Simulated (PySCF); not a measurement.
Potential energy of AlO⁺ along the bond

Set-up: PySCF, no relativity, basis sets Al def2-TZVPPD, O def2-TZVPPD. Energies in eV from Al⁺ + O in their ground configurations at the same level. State: ³Π (triplet), unpaired electrons σ ↑, π ↑.

All columns are CAM-B3LYP. A positive dipole points towards O; it is taken about the centre of mass and depends on that origin.

| R (Å) | E (eV) | μ (D) | Mulliken charge on Al (basis-dependent) | HOMO (eV) | LUMO (eV) | Mayer bond order | ⟨S²⟩ |
| --- | --- | --- | --- | --- | --- | --- | --- |
| 1.497 | -0.383 | -4.01 | 0.92 | -16.45 | -11.62 | 1.37 | 2.00 |
| 1.567 | -0.941 | -4.22 | 0.92 | -16.51 | -11.23 | 1.35 | 2.00 |
| 1.637 | -1.233 | -4.41 | 0.93 | -16.56 | -10.88 | 1.32 | 2.01 |
| 1.689 | -1.327 | -4.54 | 0.95 | -16.59 | -10.67 | 1.29 | 2.01 |
| 1.741 | -1.344 | -4.66 | 0.97 | -16.63 | -10.71 | 1.25 | 2.01 |
| 1.793 | -1.305 | -4.75 | 0.99 | -16.65 | -10.74 | 1.21 | 2.01 |
| 1.863 | -1.195 | -4.83 | 1.01 | -16.69 | -10.76 | 1.14 | 2.01 |
| 1.950 | -1.007 | -4.85 | 1.03 | -16.72 | -10.75 | 1.04 | 2.02 |
| 2.054 | -0.764 | -4.77 | 1.04 | -16.74 | -10.68 | 0.89 | 2.03 |
| 2.194 | -0.486 | -4.54 | 1.03 | -16.74 | -10.49 | 0.67 | 2.03 |

A fit through these points gives, at Re = 1.728 Å, μ = -4.63 D and dμ/dR = -2.10 D/Å; the reduced mass is 10.04 u.

Task: How strong is the fundamental in the double-harmonic approximation, I = 42.26·(dμ/dR)²/μred km/mol?

Result: I = 42.26·(-2.10)²/10.04 = 18.6 km/mol at CAM-B3LYP.

For an ion De counts to the pair picked by the measured ionisation energies or electron affinities, which need not be the lowest pair at this level. The state is the lowest determinant that a PBE0 search found; another state may lie lower at other levels.
